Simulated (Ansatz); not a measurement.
The same path of C3H5NO (10 atoms, charge 0, multiplicity 1) was run twice with different band settings. The coordinate that changes most is the dihedral H6–C1–C2–O3.

Theory: RHF/def2-SVP in Ansatz.

Relaxed end points:

```xyz
10
Properties=species:S:1:pos:R:3
C -0.906 -0.690 0.459
C 0.286 0.100 -0.011
O 1.373 -0.053 0.827
C 0.219 1.251 -0.861
N 0.571 0.215 -1.440
H -1.168 -0.401 1.478
H -1.767 -0.529 -0.188
H -0.663 -1.754 0.465
H 2.073 -0.486 0.359
H 0.066 2.298 -1.086
```

```xyz
10
Properties=species:S:1:pos:R:3
C -0.903 -0.665 0.498
C 0.290 0.046 -0.085
O 1.454 -0.679 0.068
C 0.374 1.460 -0.299
N 0.152 0.807 -1.326
H -1.805 -0.062 0.408
H -1.058 -1.611 -0.024
H -0.727 -0.888 1.551
H 1.772 -0.949 -0.782
H 0.534 2.489 -0.007
```

Common settings: movable images 5; climbing image yes; optimiser quadratic models (default); start path IDPP; force threshold 0.05 eV/Å; iteration limit 60; end points relaxed.

| run | spring |
| --- | --- |
| 1 | 5.0 eV/Å² |
| 2 | 0.5 eV/Å² |

Question: What does each run give, and how far can it be trusted?

Answer: Run 1: converged after 4 iterations, highest image 0.111 eV above the first end. A vibrational analysis at the climbing image gives 2 clearly imaginary modes (236i, 206i cm⁻¹): a point of higher order, so a lower path passes nearby.
Run 2: converged after 4 iterations, highest image 0.111 eV above the first end. Another band between the same ends (5 images) ends at a top of the same energy, where a vibrational analysis finds 2 clearly imaginary modes.
